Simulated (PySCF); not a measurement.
Ionisation energies (eV) were calculated with PySCF 2.14 by PBE0, MP2 (valence), LDA, in another order, as differences of total energies without spin-orbit coupling. The measured values are between term centres (NIST).

```json
{"species": "B (x2c-TZVPall, spin-free X2C)", "measured": "8.297", "A": "8.636", "B": "8.258", "C": "8.643"}
{"species": "Mg (x2c-TZVPall, spin-free X2C)", "measured": "7.646", "A": "7.749", "B": "7.211", "C": "7.570"}
{"species": "Cr (x2c-TZVPall, spin-free X2C)", "measured": "6.767", "A": "7.619", "B": "6.408", "C": "7.065"}
{"species": "Ge (x2c-TZVPall, spin-free X2C)", "measured": "7.925", "A": "8.007", "B": "7.758", "C": "7.920"}
{"species": "Kr (x2c-TZVPall, spin-free X2C)", "measured": "14.222", "A": "14.338", "B": "14.000", "C": "14.080"}
{"species": "Zr (x2c-TZVPall, spin-free X2C)", "measured": "6.639", "A": "6.727", "B": "5.978", "C": "6.285"}
{"species": "Tc (x2c-TZVPall, spin-free X2C)", "measured": "7.119", "A": "7.321", "B": "6.476", "C": "6.719"}
{"species": "Sn⁺ (x2c-TZVPall, spin-free X2C)", "measured": "14.282", "A": "14.389", "B": "13.906", "C": "14.240"}
```

Problem. Which column is which method?

Solution. A is LDA (mean error 0.24 eV); B is MP2 (valence) (mean error -0.36 eV); C is PBE0 (mean error -0.05 eV). LDA overbinds the outer electron and comes out highest. Valence MP2 in a finite basis recovers only part of the missing correlation, so it stays below experiment on average. PBE0, with a quarter of exact exchange, lies close to experiment on average.
